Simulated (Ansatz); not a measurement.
A nudged elastic band was laid between two geometries of BH3O2 + H2 (8 atoms, charge 0, multiplicity 1).

The calculation used Ansatz 0.2.0, RKS PBE/6-31G*.

- movable images: 9
- climbing image: yes
- spring: 5.0 eV/Å²
- optimiser: quadratic models (default)
- start path: through a guess of the saddle point
- force threshold: 0.05 eV/Å
- iteration limit: 60
- end points: relaxed

Image 0:

```xyz
8
Properties=species:S:1:pos:R:3
B -0.200 -0.817 -0.160
O -0.037 -0.192 1.061
H -0.894 -0.096 1.518
O 0.893 -1.038 -0.950
H 1.700 -0.694 -0.510
H -1.275 -1.186 -0.565
H 0.368 3.042 1.632
H 0.369 2.310 1.460
```

Image 10:

```xyz
8
Properties=species:S:1:pos:R:3
B -0.183 0.242 -0.236
O -0.203 0.033 1.765
H -0.555 0.905 2.041
O 1.197 0.093 -0.445
H 1.400 -0.836 -0.663
H -0.942 -0.659 -0.518
H -0.564 1.394 -0.236
H 0.773 0.156 1.779
```

Problem. What changes between the two ends?

Solution. Bonds broken: B1–O2, H7–H8. Bonds formed: B1–H7, O2–H8. BH3O2 + H2 becomes BH3O + H2O.

Problem. What energy profile does the band end with?

Solution. It converged. The highest image is number 6 of 0 to 10, 204.7 kJ/mol above the first end and 89.1 kJ/mol above the last; the last end lies 115.6 kJ/mol above the first. The profile has 2 maxima (images 6, 8) with wells between them (image 7): this band takes more than one step, which may be the mechanism or a detour left from its start path. Neighbouring images differ by up to 1.4 eV, so the band resolves the path poorly. A vibrational analysis at the climbing image gives one clearly imaginary mode, 1239i cm⁻¹: a first-order saddle point. The orbitals stay closed-shell, which can raise the energy where a bond breaks towards radicals; this wasn't checked here.

| image | path coordinate (Å) | energy (kJ/mol) | B1–O2 (Å) | H7–H8 (Å) | B1–H7 (Å) |
| --- | --- | --- | --- | --- | --- |
| 0 | 0.00 | 0.0 | 1.38 | 0.75 | 4.29 |
| 1 | 0.65 | 0.3 | 1.38 | 0.75 | 3.98 |
| 2 | 1.29 | 1.5 | 1.38 | 0.75 | 3.62 |
| 3 | 1.94 | 4.1 | 1.38 | 0.75 | 3.13 |
| 4 | 2.58 | 15.2 | 1.38 | 0.75 | 2.52 |
| 5 | 3.23 | 74.3 | 1.42 | 0.77 | 1.94 |
| 6 | 3.87 | 204.7 | 1.63 | 1.06 | 1.39 |
| 7 | 5.14 | 119.4 | 2.05 | 2.38 | 1.22 |
| 8 | 6.40 | 124.0 | 2.13 | 2.34 | 1.21 |
| 9 | 7.67 | 118.8 | 2.07 | 2.44 | 1.22 |
| 10 | 8.93 | 115.6 | 2.01 | 2.72 | 1.21 |

Problem. What is the geometry of the highest image?

Solution. 
```xyz
8
Properties=species:S:1:pos:R:3:forces:R:3
B -0.071 0.115 0.006 0.00 0.00 0.00
O 0.066 -0.061 1.625 0.00 0.00 0.00
H -0.833 -0.226 1.983 0.00 0.00 0.00
O 0.893 -0.563 -0.723 0.00 0.00 0.00
H 1.768 -0.517 -0.293 0.00 0.00 0.00
H -1.212 0.031 -0.376 0.00 0.00 0.00
H 0.189 1.476 0.143 0.00 0.00 0.00
H 0.124 1.075 1.119 0.00 0.00 0.00
```

Time of the run: 4.6 min on 1 thread of Arm Neoverse V1 (shared host), peak memory 0.098 GiB.
